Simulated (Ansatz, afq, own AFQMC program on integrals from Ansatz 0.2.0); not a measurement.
AFQMC on a folder of integrals that Ansatz 0.2.0 wrote.

```yaml
crystal:
  periodic: [false, false, false]
  atoms:
    - {symbol: Br, position_ang: [0.000000, 0.000000, 0.000000]}
basis:
  gaussian: {orbitals: cc-pVDZ}
total_charge: 1
magnetization: {spin_polarized: false}
correlation: {method: ccsd_t, electrons: outside_noble_gas, hamiltonian_folder: ham}
```

```sh
$ ansatz run in.yaml --threads 1 --pin off --events-out ev --progress --plain --max-ram 16896MiB --backend cuda --devices 0, --max-vram 18GiB
```

afq runs on the folder ham with

```
--method free --trial cid --walkers 100 --time-step 0.08 --max-blocks 60 --target-error 0.00058 --factor-cut 1e-05 --seed 8412 --times 0.0,0.16,0.4,0.8,1.2 --taylor-order 10
```

Times are imaginary, in 1/Eh. The walk had a cap of 60 s. Filled inner d shells are frozen with the cores.

Output of the walk:

```
orbitals 13  electrons 3 3  factors 69 of 193
reference energy -2571.88158116 Eh
CCSD correlation -0.11663604 Eh in 11 cycles, weight of the determinant in the CISD state 0.7955
repeat  energy at the last time / Eh  error
    10  -2572.005040  0.000693
    20  -2572.004702  0.000433
    30  -2572.004577  0.000339
time / (1/Eh)  energy / Eh  error  mean overlap
  0.00  -2571.998125  0.000181  1.2569
  0.16  -2572.000099  0.000163  1.2630
  0.40  -2572.002013  0.000193  1.2604
  0.80  -2572.004084  0.000237  1.2470
  1.20  -2572.004557  0.000329  1.2470
energy -2572.004557 +/- 0.000329 Eh
```

The run passed its tests (error under three times the target), which doesn't prove that it has relaxed.

Against this walk (error 9.0 meV) on the same determinant: CCSD(T) 33.3 meV higher, CCSDT(Q) 59.6 meV lower, CCSDTQ 64.5 meV lower, full CI 64.7 meV lower. The error is statistical, and a free projection of finite length keeps a remainder of its start. The projection is still falling at its last time (meV from the last point: 175 ± 5 at 0.00, 121 ± 4 at 0.16, 69 ± 5 at 0.40, 13 ± 6 at 0.80, 0 ± 9 at 1.20), so its energy is a cut-off value, and the gaps above aren't errors of the other methods. Full CI is exact here, so the walk's 65 meV above it is the walk's own error: what remains of the start. The determinant is a poor start (see the cautions), so the low cluster orders aren't to be relied on, and full CI is the sure value.

Cautions: remainder of the start not in the error; no relativity below Rb; no spin-orbit coupling; inner d shell frozen; another spin lies lower (by 1.46 eV); restricted determinant unstable towards unrestricted (UHF 1.84 eV lower, ⟨S²⟩ 1.02); strong correlation (T1 0.007, weight of the determinant 0.80, largest double 0.31); the determinant fills the p orbitals unequally in pairs, so it mixes two states of the atom (¹D and ¹S), and each level undoes that mixture to a different degree, while full CI gives the lower state; CCSDTQ on the UHF determinant differs (1.45 eV lower), perhaps since the unrestricted series falls towards higher spin; the time-step error isn't removed.

The walk took 0.9 s on 1 × NVIDIA H100 80GB HBM3 with 2 threads of AMD EPYC 7R13 Processor (Zen 3) (shared host) (the card was shared). The log's last line is the free-projection energy.

CCSDT and higher add their correlation energy to the determinant of the CCSD(T) run, since their own runs factorise the integrals more tightly (a shift of under 2 meV).
